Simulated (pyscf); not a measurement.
Single points on ωB97X-D3(BJ)/def2-SVP structures (PySCF, gas phase).

PBE/def2-TZVP puts the barrier of AsH₃ + HO–GeH₃ → H₃Ge–AsH₂ + H₂O (four-centre exchange; singlet surface; As–H, Ge–O broken, As–Ge, H–O formed) at 127.0 kJ/mol and the reaction energy at -19.9 kJ/mol, from the separated reactants. What do PBE0-D3(BJ)/def2-TZVP, M06-2X/def2-TZVP, ωB97M-D3(BJ)/def2-TZVP give on the same structures?

PBE0-D3(BJ): ΔE‡ = 134.3 kJ/mol, ΔE = -23.8 kJ/mol; M06-2X: ΔE‡ = 148.8 kJ/mol, ΔE = -3.0 kJ/mol; ωB97M-D3(BJ): ΔE‡ = 154.5 kJ/mol, ΔE = -12.5 kJ/mol. PBE's barrier lies under all of them, by 7.3 to 27.4 kJ/mol. Its reaction energy lies among theirs. This is the saddle that the search found; another between the same sides may lie lower. Elements up to Kr have no core potential and no relativistic terms here.
